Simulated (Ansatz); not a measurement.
# BH3O2: the cost of one run

Method: RKS r2SCAN-D4/6-31G*, in Ansatz 0.2.0.

### Step 1. The structure to begin with

Bond lengths: B1–O3 1.610 Å, O3–H4 1.010 Å, B1–O5 1.410 Å, O5–H6 1.010 Å. Angles: B1–O3–H4 106.4°, O3–B1–O5 155.0°, B1–O5–H6 109.5°.

Coordinates:

```xyz
6

B     0.0000    0.0000    0.0000
H     0.7099    0.0000    1.1951
O     1.6038    0.0000    0.1408
H     1.9037   -0.9519   -0.0141
O    -1.2211    0.0000   -0.7050
H    -1.7308   -0.8467   -0.4965
```

### Step 2. Pulling towards end A

Springs on the bonds that form and break draw the guess towards this end; the thresholds are loose.

Contents of input.yaml:

```yaml
crystal:
  periodic: [false, false, false]
  atoms:
    - { symbol: B, position_ang: [0.0, 0.0, 0.0] }
    - { symbol: H, position_ang: [0.7099, 0.0, 1.1951] }
    - { symbol: O, position_ang: [1.6038, 0.0, 0.1408] }
    - { symbol: H, position_ang: [1.9037, -0.9519, -0.0141] }
    - { symbol: O, position_ang: [-1.2211, 0.0, -0.705] }
    - { symbol: H, position_ang: [-1.7308, -0.8467, -0.4965] }
basis:
  gaussian: { orbitals: "6-31G*" }
hamiltonian:
  xc: r2scan
  dispersion: d4
relax:
  f_tol: 0.15
  max_steps: 25
  restrain:
    - { distance: [1, 2], at: 2.21, k: 30.0 }
    - { distance: [0, 1], at: 1.19, k: 30.0 }
    - { distance: [0, 2], at: 1.41, k: 30.0 }
output:
  orbitals: {}
```

Command:

```
> ansatz run input.yaml --threads 1 --pin off --max-ram 2048MiB --backend cpu --events-out ev --progress --plain --runs-dir out
```

What time and memory should one allow on 1 thread of Intel Xeon Platinum 8259CL at 2.50GHz (Skylake/Cascade Lake), shared host?

About 19 s, with a peak of 0.14 GiB.
